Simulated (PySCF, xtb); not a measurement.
fluoromethane (CH3F), SMILES FC.

GFN2-xTB (xtb) at its own geometry gives an orbital gap of 14.30 eV and a dipole moment of 2.26 D.

Geometry: r2SCAN-D4/def2-TZVP.

Q: What does PBE/def2-TZVPD in PySCF give? (The exact figures need the calculation; the answer reports its results.)

A: gap 7.97 eV (levels -8.06 and -0.09 eV), dipole 1.72 D.
